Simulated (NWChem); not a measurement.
Molecule: hydrogen sulfide (H2S); SMILES S

```xyz
3

S      0.0000     0.0000     0.1231
H      0.9740     0.0000    -0.8272
H     -0.9740     0.0000    -0.8272
```
Atoms are numbered in this order, from 1.

Level: PBE-D3(BJ)/def2-SVP (NWChem); excitation at 532 nm, off resonance, unscaled harmonic frequencies. Structure relaxed at the PBE-D3(BJ)/def2-SVP level.

Question: Give the Raman lines with relative activities.

Answer: 
```json
[
 {"wavenumber (cm⁻¹)": "1150", "relative intensity": "18"},
 {"wavenumber (cm⁻¹)": "2627", "relative intensity": "100"},
 {"wavenumber (cm⁻¹)": "2651", "relative intensity": "68"}
]
```
